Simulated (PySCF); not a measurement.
Estimate the missing entries of this data sheet.

Species: beryllium dihydride, BeH₂.
Numbering: `[BeH2:1]` (hydrogens: H2, H3 on Be1)

```csv
property,level,value
point group,PBE0-D3(BJ)/def2-TZVP,?
rotational constant B (linear),PBE0-D3(BJ)/def2-TZVP,139.903 GHz
dipole moment,CAM-B3LYP/aug-cc-pVTZ,?
HOMO energy,CAM-B3LYP/aug-cc-pVTZ,?
LUMO energy,CAM-B3LYP/aug-cc-pVTZ,?
lowest singlet excitation,TDDFT CAM-B3LYP/aug-cc-pVTZ,"6.30 eV (197 nm, f = 0.000 summed over 2 states within 0.01 eV)"
strongest line among the 10 lowest singlet transitions,TDDFT CAM-B3LYP/aug-cc-pVTZ,"S3/S4 at 8.15 eV (152 nm, f = 0.695 summed over these states)"
lowest triplet excitation (Tamm–Dancoff),TDA CAM-B3LYP/aug-cc-pVTZ,5.69 eV
static isotropic polarisability,CAM-B3LYP/aug-cc-pVTZ,20.6 au
electronic spatial extent ⟨r²⟩ about the centre of nuclear charge,CAM-B3LYP/aug-cc-pVTZ,32 bohr²
1H chemical shifts (computed TMS as zero) by class,GIAO PBE0/pcSseg-2,?
"isotropic shieldings of nuclei other than C and H, by class",GIAO PBE0/pcSseg-2,?
```

The electronic properties come from PySCF, for the isolated species, density fitting. Isolated species at its PBE0-D3(BJ)/def2-TZVP geometry, gas phase.

The HOMO energy?

-10.31 eV.

What is the dipole moment?

0.00 D.

The isotropic shieldings of nuclei other than C and H, by class?

78 (Be1) ppm.

What is the LUMO energy?

-0.14 eV.

The point group?

D∞h.

Give the 1H chemical shifts (computed TMS as zero) by class.

3.51 (H2/H3) ppm.

The polarisability is 3.06 Å³ as a volume (1 au = 0.148185 Å³), or 3.44 au for each of the 6 electrons. The largest Löwdin shares of the HOMO are 0.46 on Be1, 0.27 on H2 and 0.27 on H3. In wavenumbers S1 is 50800 cm⁻¹ (1 eV = 8065.54 cm⁻¹). Point group D∞h forbids a permanent dipole, so the rigid molecule has no electric-dipole pure rotational spectrum.
